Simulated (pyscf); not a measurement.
H₃Si–SH + H₂S → H₃Si–SH + H₂S (four-centre exchange; singlet surface; H–S, H–S broken, H–S, H–S formed). PySCF, gas phase, ωB97X-D3(BJ)/def2-SVP geometries. Correlated levels are frozen-core, on RHF or UHF. ΔMP2 is the change of the MP2 total energy from the triple- to the quadruple-zeta basis. Energies in kJ/mol from the separated reactants.

```
level                             barrier  reaction energy
--------------------------------  -------  ---------------
r²SCAN/def2-TZVP                        ?              0.0
PBE0-D3(BJ)/def2-TZVP               145.6              0.0
ωB97M-D3(BJ)/def2-TZVP              182.6              0.0
MP2/def2-QZVPP                      163.8              0.0
CCSD/def2-TZVPP                     211.8              0.0
CCSD(T)/def2-TZVPP                  188.6              0.0
CCSD(T)/def2-TZVPP + ΔMP2(QZVPP)        ?              0.0
```

Fill in the missing entries.


- r²SCAN/def2-TZVP, barrier: 138.4
- CCSD(T)/def2-TZVPP + ΔMP2(QZVPP), barrier: 183.7

Of the functionals in the table, ωB97M-D3(BJ) is closest to CCSD(T)/def2-TZVPP + ΔMP2(QZVPP) in the barrier (1.0 kJ/mol apart) and r²SCAN least close (45.3 kJ/mol); that level has limits of its own. Another saddle between the same species, by other bonds, lies lower (167.0 kJ/mol against 182.6 kJ/mol at ωB97M-D3(BJ)/def2-TZVP). The CCSD(T) − MP2 part came from Ansatz, without density fitting, on the same reference.
